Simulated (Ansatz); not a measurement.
System: fcc Al. Method: PBEsol (Ansatz, a quantum-chemistry and plane-wave program, PAW).

Run with plane-wave cutoff 500 eV, 30×30×30 k mesh, Fermi–Dirac smearing 0.1 eV, scalar-relativistic PAW data made under PBE.

Computed at the level's own relaxed cell.

What does this level give for the equilibrium volume per atom and equilibrium lattice constant a?


- equilibrium volume per atom: 16.18 Å³/atom
- equilibrium lattice constant a: 4.015 Å

Measured, for comparison: equilibrium volume per atom 16.22 Å³/atom, lattice constant a 4.018 Å (static lattice: zero-point anharmonic expansion removed; as tabulated in Mejia-Rodriguez and Trickey (2018), arXiv:1807.09216). Computed (rounded) less measured: equilibrium volume per atom -0.2 %, lattice constant a -0.1 %.

Static lattice: no zero-point or thermal effects.

It cost very roughly 40 core-seconds of CPU time.
